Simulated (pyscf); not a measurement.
Elementary routes open to H₂N–SiH₂–OH + hydrogen fluoride (HF) in the gas phase (singlet surface):
A. H₂N–SiH₂–F + water (H₂O) (O–Si, F–H broken; F–Si, H–O formed)
B. HO–SiH₂–F + ammonia (NH₃) (N–Si, F–H broken; F–Si, H–N formed)

PySCF, gas phase, ωB97X-D3(BJ)/def2-SVP geometries. Correlated levels are frozen-core, on RHF or UHF. ΔMP2 is the change of the MP2 total energy from the triple- to the quadruple-zeta basis.

### Question
Rank the routes by free-energy barrier at 1200 K, lowest first, for CCSD(T)/def2-TZVPP + ΔMP2(QZVPP) energies (ideal gas, 1 atm, RRHO with modes under 100 cm⁻¹ raised to 100, one conformer, R ln 2 for chiral ones without a mode under 150 cm⁻¹).

### Answer
B (53.0 kcal/mol), A (60.0 kcal/mol)

Route B is the fastest of these, ahead of the next by 7.0 kcal/mol. The most stable products are those of B (ΔG = -19.7 kcal/mol), so kinetics and thermodynamics agree. At 298 K B is still the fastest. A: On the reactant side the descent ends in a bound adduct, 9.3 kcal/mol under the separated species and 20.9 kcal/mol under the saddle at ωB97X-D3(BJ)/def2-TZVP. B: On the reactant side the descent ends in a bound adduct, 12.7 kcal/mol under the separated species and 14.5 kcal/mol under the saddle at ωB97X-D3(BJ)/def2-TZVP. On the product side the descent ends in an adduct with a N–Si contact (not fully relaxed), 4.6 kcal/mol over the separated species and 18.4 kcal/mol under the saddle at ωB97X-D3(BJ)/def2-TZVP. Only these routes are compared; each barrier is that of the saddle found, and lower ones may exist. The CCSD(T) − MP2 part came from Ansatz, without density fitting, on the same reference.
